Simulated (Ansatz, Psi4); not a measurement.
**CH2O2 (formic acid): from total energies to a heat of formation**

CH2O2 has 5 atoms, charge 0, and is taken as a singlet. As SMILES, `O=CO`. The shape is that of a PBE0-D4/def2-TZVP optimisation. This is one conformer, not always the lowest.

```jsonl
{"atom": "O", "x (Å)": "-0.3871", "y (Å)": "-0.4257", "z (Å)": "1.2053"}
{"atom": "C", "x (Å)": "-0.2309", "y (Å)": "-0.3472", "z (Å)": "0.0240"}
{"atom": "O", "x (Å)": "0.4570", "y (Å)": "0.6133", "z (Å)": "-0.5980"}
{"atom": "H", "x (Å)": "-0.6318", "y (Å)": "-1.0550", "z (Å)": "-0.7151"}
{"atom": "H", "x (Å)": "0.7928", "y (Å)": "1.2147", "z (Å)": "0.0838"}
```

Total energies at CAM-B3LYP/cc-pVTZ (Psi4 1.11); the atoms run unrestricted:

| species | state | energy (Eh) |
| --- | --- | --- |
| CH2O2 | singlet | -189.771155 |
| O | triplet | -75.068726 |
| C | triplet | -37.836112 |
| H | doublet | -0.498813 |

Harmonic wavenumbers at PBE0-D4/def2-TZVP, in cm⁻¹: 636, 693, 1063, 1150, 1317, 1404, 1854, 3064, 3765.

Measured heats of formation of the gaseous atoms at 298.15 K, in kJ/mol: O 249.2, C 716.9, H 218.0. Spin-orbit lowering of the atoms at 298 K (mean of the ground term's levels less their thermal mean, from spectra), in kJ/mol: O 0.40, C 0.02. Take 1 Eh = 2625.50 kJ/mol, 1 cm⁻¹ = 0.0119627 kJ/mol, RT = 2.479 kJ/mol.

**Question.** Work out the heat of formation of the gas at 298 K.

**Answer.** 
1. Electronic atomisation energy: 2 × (-75.068726) + (-37.836112) + 2 × (-0.498813) − (-189.771155) = 0.799965 Eh = 2100.3 kJ/mol.
2. Zero-point energy: half the sum of the wavenumbers, 7473 cm⁻¹ = 89.4 kJ/mol.
3. Thermal vibrational enthalpy, Σ hcν̃/(exp(hcν̃/kT) − 1): 0.9 kJ/mol. Translation, rotation and pV of a non-linear molecule: 4 RT = 9.9 kJ/mol.
4. The 5 free atoms carry 5/2 RT each: 31.0 kJ/mol.
5. Spin-orbit coupling lowers the free atoms by 2 × 0.40 + 0.02 = 0.8 kJ/mol.
6. Atomisation enthalpy at 298 K: 2100.3 − 0.8 − 89.4 − 0.9 − 9.9 + 31.0 = 2030.3 kJ/mol.
7. Sum of the atoms' heats of formation: 1651.3 kJ/mol. Heat of formation: 1651.3 − 2030.3 = -379.0 kJ/mol.

The tabulated value is -378.7 kJ/mol (CRC Handbook of Chemistry and Physics), so this level is off by -0.3 kJ/mol, or 0.0 % of the atomisation enthalpy that the table implies (2030.0 kJ/mol). Anharmonicity and any spin-orbit splitting of the molecule are left out.
